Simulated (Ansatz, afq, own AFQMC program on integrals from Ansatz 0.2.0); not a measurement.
Two steps: Ansatz 0.2.0 writes the Fock matrix and Cholesky factors of the valence space, and afq projects on them the lowest state that overlaps trial and start.

```yaml
crystal:
  periodic: [false, false, false]
  atoms:
    - {symbol: N, position_ang: [-0.767330, 0.007230, 0.007201]}
    - {symbol: C, position_ang: [0.635942, -0.005992, -0.005968]}
    - {symbol: H, position_ang: [1.018747, -1.037854, -0.004565]}
    - {symbol: H, position_ang: [1.041604, 0.508718, 0.878222]}
    - {symbol: H, position_ang: [1.024810, 0.500066, -0.902610]}
basis:
  gaussian: {orbitals: cc-pVDZ}
magnetization: {spin_polarized: false}
correlation: {method: ccsd_t, electrons: outside_noble_gas, hamiltonian_folder: ham}
```

```sh
$ ansatz run in.yaml --threads 1 --pin off --events-out ev --progress --plain --max-ram 1382MiB
```

afq runs on the folder ham with

```
--method phaseless --trial cisd --walkers 60 --populations 1 --least-time 40 --time-step 0.005 --steps-per-block 50 --equilibration-blocks 28 --max-blocks 300 --target-error 0.00042 --factor-cut 1e-05 --seed 4986 --release-times 0.24,0.5,1,1.5 --release-step 0.02 --release-every 4 --taylor-order 6
```

Times are imaginary, in 1/Eh. The walk had a cap of 733 s.

Output of the walk:

```
orbitals 41  electrons 6 6  factors 327 of 396
reference energy -93.90857729 Eh
CCSD correlation -0.30528047 Eh in 16 cycles, weight of the determinant in the CISD state 0.8418
energy of the start -94.213858 Eh
 block  time / (1/Eh)  mean weight  energy / Eh
     1     0.250  0.9983  -94.209580
     2     0.500  1.0026  -94.215915
     3     0.750  1.0009  -94.218777
     4     1.000  1.0022  -94.219159
     5     1.250  0.9996  -94.220163
     8     2.000  1.0011  -94.219167
    17     4.250  1.0014  -94.235957
    41    10.250  1.0009  -94.233215
    65    16.250  0.9996  -94.234037
    73    18.250  0.9991  -94.265615
    89    22.250  1.0024  -94.242675
   105    26.250  1.0000  -94.215436
   113    28.250  1.0003  -94.239826
   137    34.250  0.9985  -94.232251
   161    40.250  0.9972  -94.246816
   185    46.250  1.0026  -94.258975
   209    52.250  1.0029  -94.220013
   233    58.250  0.9989  -94.232678
   257    64.250  0.9979  -94.239122
   281    70.250  0.9996  -94.237046
   305    76.250  1.0028  -94.226943
   321    80.250  1.0033  -94.238024
blocks merged  error / Eh  count
     1  0.000515  300
     2  0.000614  150
     4  0.000721  75
     8  0.000867  37
    16  0.000804  18
    32  0.000683  9
released: time / (1/Eh)  energy / Eh  error  mean overlap
  0.24  -94.233336  0.001116  0.9862
  0.50  -94.233183  0.001251  0.9708
  1.00  -94.234094  0.001675  0.9552
  1.50  -94.230087  0.001857  0.9366
energy -94.232292 +/- 0.000867 Eh
(rows thinned)
```

The run passed its tests (sampling time, drift between the halves within three errors, error under three times the target), which doesn't prove that it has relaxed.

Against this walk (error 23.6 meV) on the same determinant: CCSD(T) 207.8 meV higher, CCSDT(Q) 123.0 meV lower. The error is statistical and leaves out the bias of the constraint. None of these is a sure reference here. Released to 1.00 1/Eh the energy moves by -49 ± 51 meV (both errors), within twice the noise.

Cautions: constraint bias not in the error; error above the target (23.6 against 11.4 meV); another spin lies lower; restricted determinant unstable towards unrestricted (UHF 1.91 eV lower, ⟨S²⟩ 1.01); the CCSDT(Q) amplitudes may be one of several solutions (largest double 0.85); CCSDT(Q) on the UHF determinant differs (1.64 eV lower), perhaps since the unrestricted series falls towards higher spin.

The walk took 6.1 min on 1 thread of Intel(R) Xeon(R) Platinum 8488C (Sapphire Rapids) (shared host). The log's last line is the phaseless energy.

CCSDT and higher add their correlation energy to the determinant of the CCSD(T) run, since their own runs factorise the integrals more tightly (a shift of under 2 meV). A walk keeps the symmetry of its determinant, which the program's search chose and which needn't be the lowest solution, so a lower state of the same spin and another symmetry isn't excluded.
